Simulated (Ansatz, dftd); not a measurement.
Reaction: C2H2F (SMILES C=[C]F, doublet) → C2H2F (SMILES C(/F)=[C]\[H], doublet)
Each species at its own B3LYP-D3(BJ)/def2-TZVP minimum (Ansatz, an electronic-structure program).

Quantity: isomerisation energy (electronic), in kcal/mol. UHF or UKS for unpaired electrons; spin-orbit terms are left out. Correlated methods leave the cores frozen. Rows without X2C or -DK are non-relativistic. CBS(X,Y): correlation extrapolated as X^-3, Hartree-Fock from the larger set. A bracket is a step between two methods taken in the basis named. The functionals are non-relativistic, so their misses hold any scalar relativity. Double hybrids freeze cores in their MP2 part. 'core' is core correlation in cc-pwCVTZ, 'X2C' scalar relativity in cc-pVTZ-DK, both at CCSD(T). The UHF reference of C2H2F (C=[C]F, doublet) is spin-contaminated (<S^2> up to 0.18 over the pure value in the sets run). The UHF reference of C2H2F ([H]/[C]=C/F, doublet) is spin-contaminated (<S^2> up to 0.18 over the pure value in the sets run).

```tsv
level	program	isomerisation energy (kcal/mol)	difference against the last row
PBE-D3(BJ)/def2-TZVPD	Ansatz + dftd3	4.1	1.4
B3LYP-D3(BJ)/def2-TZVPD	Ansatz + dftd3	3.1	0.4
PBE0-D3(BJ)/def2-TZVPD	Ansatz + dftd3	3.5	0.8
r2SCANh-D4/def2-TZVPD	Ansatz + dftd4	3.5	0.8
B2GP-PLYP/def2-TZVPD	Ansatz	2.9	0.2
CCSD/cc-pVQZ	Ansatz	2.5	-0.2
CCSD(T)/CBS(cc-pVTZ,cc-pVQZ) + core + X2C	Ansatz	2.7	0.0
CCSDT(Q)/cc-pVDZ	Ansatz	3.8	1.1
CCSD(T)/CBS(cc-pVTZ,cc-pVQZ) + [CCSDT(Q) - CCSD(T)]/cc-pVDZ + core + X2C	Ansatz	2.7	0.0
```
